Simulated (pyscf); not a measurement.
Optimised with ωB97X-D3(BJ)/def2-SVP in PySCF.

Q: For the elementary gas-phase step H₃C–SiH₂–Cl (SMILES C[SiH2]Cl) + H• (SMILES [H]) -> H₃C–SiH•–Cl (SMILES C[SiH]Cl) + H₂ (SMILES [H][H]) (doublet surface; H–Si broken, H–H formed), what barrier and reaction energy does ωB97M-D3(BJ)/def2-TZVP give, measured from the separated reactants?

A: ΔE‡ = 20.1 kJ/mol, ΔE = -44.0 kJ/mol. Zero-point energy shifts the barrier by -3.6 kJ/mol. It is a hydrogen abstraction, with an imaginary mode of 1020i cm⁻¹. One saddle was located; it need not be the lowest between these sides. The angle at the transferred H is 177°.
